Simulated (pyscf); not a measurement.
# Routes from HCl (SMILES Cl) + :HSi–Cl (SMILES [SiH]Cl) [singlet]

Candidate steps break at most two bonds and form at most two. Each was searched with GFN2-xTB (tblite) first. Optimised with ωB97X-D3(BJ)/def2-SVP in PySCF. MP2 and CC: frozen core, UHF for open shells. ΔMP2 is the change of the MP2 total energy from the triple- to the quadruple-zeta basis. Energies: CCSD(T)/def2-TZVPP + ΔMP2(QZVPP), kcal/mol, from the separated reactants, singlet surface; ΔG‡ with ideal gas, 1 atm, RRHO with modes under 100 cm⁻¹ raised to 100, one conformer, R ln 2 for chiral ones without a mode under 150 cm⁻¹.

| products | type | ΔE‡ | ΔE | ΔG‡ 298 K | ΔG‡ 900 K | ν‡ (cm⁻¹) |
|---|---|---|---|---|---|---|
| :HSi–Cl [singlet] + HCl | four-centre exchange | 6.0 | 0.0 | 15.0 | 35.8 | 688i |
| Cl–SiH₂–Cl | insertion | 6.1 | -68.9 | 14.9 | 34.5 | 1130i |

Row 1: On the reactant side the descent ends in a complex, 7.2 kcal/mol under the separated species and 8.8 kcal/mol under the saddle at ωB97X-D3(BJ)/def2-TZVP. On the product side the descent ends in a complex, 7.2 kcal/mol under the separated species and 8.8 kcal/mol under the saddle at ωB97X-D3(BJ)/def2-TZVP. Row 2: On the reactant side the descent ends in a complex, 7.0 kcal/mol under the separated species and 10.6 kcal/mol under the saddle at ωB97X-D3(BJ)/def2-TZVP. 

Plain bond fissions and candidates not yet searched are not listed, and one of them may be faster. Each barrier is that of the saddle found; lower ones may exist. The CCSD(T) − MP2 part came from Ansatz, without density fitting, on the same reference.
